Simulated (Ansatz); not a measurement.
Consider the substitution at a C–C bond: `CCCCF` + H–F → `FCCF` + ethane.

Isolated molecules relaxed with PBE0-D4/def2-TZVP in Ansatz; ΔE leaves out vibrations. CCSD(T)/CBS adds triple-zeta CCSD(T) − MP2 to the extrapolated MP2 energy (def2 sets, frozen cores). This one scheme is used for every species. DFT in def2-TZVPP. B3LYP here is the variant with VWN-RPA as its local correlation; programs differ in this. Each species was taken in one conformer, which may not be the lowest.

CCSD(T)/CBS gives +0.57 eV.

Another level gave +0.42 eV. Which?
A. CAM-B3LYP-D4/def2-TZVPP
B. r2SCANh-D4/def2-TZVPP
C. B3LYP/def2-TZVPP
D. BLYP/def2-TZVPP

B. r2SCANh-D4 0.42, CAM-B3LYP-D4 0.37, B3LYP 0.28, BLYP 0.22 eV.

Largest T1 diagnostic among the species: 0.011.

From r2SCAN to r2SCAN0 (25 % exact exchange), in def2-TZVPP and without D4, ΔE moves by +0.05 eV. Leaving LDA and LC-ωPBE aside and taking each functional with its dispersion term where it has one, the values, not all of them listed here, spread over 0.18 eV, from BLYP-D4 to PBE-QIDH. LDA lies +0.12 eV from PBE without D4.
